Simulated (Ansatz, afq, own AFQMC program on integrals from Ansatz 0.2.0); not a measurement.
## BH$_{3}$⁺, doublet in cc-pVDZ, levels against full CI

```xyz
4

B     0.0000   -0.0207    0.0985
H     0.0000    0.9808   -1.3731
H     0.0000   -0.0207    1.2727
H     0.0000   -0.7385   -0.9562
```

Basis cc-pVDZ. Only valence electrons are correlated. Ansatz 0.2.0 and our own AFQMC program on the same integrals; the CISD trial comes from CCSD amplitudes, and released means the phaseless constraint is let go. Uncertainties: one standard error, sampling alone.

Determinant: UHF, the one that the program's search chose, which needn't be the lowest solution. The geometry is a point of a scan.

Full CI on the same integrals is exact in this basis and with this determinant's frozen core.

Cautions: the ph-AFQMC/CISD walk drifts between its halves (2.7 errors).

* T1 diagnostic: 0.0220
* weight of the determinant in the CISD state: 0.943
* ⟨S²⟩ of the determinant: 0.769
* size of the correlated space: 5 electrons in 28 orbitals

```
  level  correlation energy (eV)
    MP2                  -1.7332
   CCSD                  -2.3283
CCSD(T)                  -2.3632
```

**Question.** Estimate where full CI lies against CCSD(T) on the same integrals.

**Answer.** 0.34 kcal/mol below CCSD(T).

Reference: full CI, correlation energy -2.378 eV. The released energy is read at 1.50 1/Eh (meV from the phaseless value at times in 1/Eh: -6.5 ± 2.4 at 0.24, -6 ± 3 at 0.50, -5.9 ± 2.1 at 1.00, -7 ± 3 at 1.50).

```csv
level,E − E(reference) (kcal/mol),share of correlation (%)
CCSD(T),0.34,99.38
CCSDT,0.02,99.96
CCSDT(Q),0.00,99.99
ph-AFQMC/CISD,0.11 ± 0.06,99.80
released AFQMC,-0.05 ± 0.06,100.10
```

CCSDT and higher add their correlation energy to the determinant of the CCSD(T) run, since their own runs factorise the integrals more tightly (a shift of under 2 meV). A walk keeps the symmetry of its determinant, which the program's search chose and which needn't be the lowest solution, so a lower state of the same spin and another symmetry isn't excluded. Released energies are given only where the last usable release times agree within the noise; a slower fall can still hide under it.
